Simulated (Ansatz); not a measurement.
**B₂O (singlet): from Hartree-Fock to the top rungs, cc-pVDZ**

One table from this session's results is given with a row withheld; the runs are named, their logs left out.

Program: Ansatz 0.2.0, Gaussian basis. Level of theory: cc-pVDZ, core rule «outside noble gas», up to 3 orbitals frozen. These are calculated values, not measurements.

The runs, in order: UHF; CCSD(T) on RHF; BCCD(T) on RHF; CISD; CCSDT(Q) on RHF.

26 further runs of the same task are left out: 9 for a known fault of the program, 1 for a mislabelled method, 7 that didn't finish, 9 set aside as unsound or not needed.

### The system

The geometry is a PBE0/def2-TZVP stationary point (not a proven minimum) of the parent state, kept for this charge and spin.

3 atoms, charge 0, spin multiplicity 1.

Atoms are counted from 1 here; the program's logs count them from 0.

Bond lengths: B1–O2 1.329 Å, O2–B3 1.303 Å. Angles: B1–O2–B3 180.0°.

Coordinates:

```xyz
3
charge 0, multiplicity 1
B     0.0000    0.0000    1.3205
O     0.0000    0.0000   -0.0086
B     0.0000    0.0000   -1.3119
```

Set-up of the first run:

in.yaml reads:

```yaml
crystal:
  periodic: [false, false, false]
  atoms:
    - {symbol: B, position_ang: [0.000000, 0.000000, 1.320500]}
    - {symbol: O, position_ang: [0.000000, 0.000000, -0.008600]}
    - {symbol: B, position_ang: [0.000000, 0.000000, -1.311900]}
basis:
  gaussian: {orbitals: cc-pVDZ}
magnetization: {spin_polarized: true, initial_magnetization: 0}
hamiltonian: {xc: hf}
output: {orbitals: {seedname: orbitals}}
```

Command:

```bash
$ ansatz run in.yaml --threads 1 --pin off --events-out ev --progress --plain --max-ram 2393MiB
```

Steps of the session up to this table: UHF; CCSD(T) on RHF; BCCD(T) on RHF; CISD; CCSDT(Q) on RHF.

One of the session's tables, all rows but one given; the rest of the session is left out.

It belongs to the step «Misses and costs». 

```
   method  from RCCSDT(Q) (meV)
      RHF               +9098.7
     RMP2               +1211.4
     CISD                     ?
    RCCSD                +323.1
 RCCSD(T)                 +45.6
  BCCD(T)                 +39.0
   RCCSDT                 +27.7
RCCSDT(Q)                     0
```

Q: Estimate the row for CISD from the others.

The run gave: from RCCSDT(Q) (meV): +1205.5. In the column «from RCCSDT(Q) (meV)» it lies between RCCSD (+323.1) and RMP2 (+1211.4).
